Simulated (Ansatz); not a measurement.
BCl₃, SMILES ClB(Cl)Cl.

The structure is a stationary point at TPSSh-D3(BJ)/def2-SVP. The isomer is the one that the SMILES or the coordinates give; other isomers of the formula were not compared.

Two levels are set side by side: PBE/def2-SVPD (Ansatz, a quantum-chemistry and plane-wave program) and ωB97X-V/def2-SVPD (Ansatz). Energy differences of separate SCF runs at the same geometry; the states with an electron removed or added have multiplicity 2 and 2. Differences are taken from unrounded values.

| quantity | ωB97X-V | PBE | PBE minus ωB97X-V |
|---|---|---|---|
| vertical ionisation energy (eV) | 11.87 | 10.89 | -0.98 |
| vertical singlet–triplet gap (eV) | 6.05 | 5.03 | -1.01 |
